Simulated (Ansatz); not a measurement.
Compare A (`C#CC(C)OC`) with its isomer B (`C=C(C)C(C)=O`).

Calculated with Ansatz (gas phase, PBE0-D4/def2-TZVP geometries, no zero-point term in ΔE). CCSD(T)/CBS is the MP2 limit (def2-TZVPP, def2-QZVPP) plus CCSD(T) − MP2 in def2-TZVPP, frozen cores. DFT in def2-TZVPP. B3LYP here is the variant with VWN-RPA as its local correlation; programs differ in this. Each species was taken in one conformer, which may not be the lowest.

**Question.** Which is lower in electronic energy at CCSD(T)/CBS, and by how much? (Best estimate.)

**Answer.** Ansatz gave: B, by 42.5 kcal/mol.

**Question.** Give E(B) − E(A) in kcal/mol with B2PLYP, PBE0-D4, MP2/def2-TZVPP, HF/def2-TZVPP, B3LYP-D4, ωB97M-V, CCSD/def2-TZVPP. (Best estimate.)

**Answer.** Ansatz gave: B2PLYP -43.3, PBE0-D4 -46.5, MP2/def2-TZVPP -41.5, HF/def2-TZVPP -42.9, B3LYP-D4 -45.2, ωB97M-V -43.8, CCSD/def2-TZVPP -42.3. None reverses the order clearly.

Largest T1 diagnostic: 0.013.

The D4 term adds −0.7 kcal/mol with B3LYP and −0.3 kcal/mol with PBE0; it sums over pairs of atoms, weighted by their polarisabilities, and B3LYP, whose exchange is more repulsive, gets the larger term.
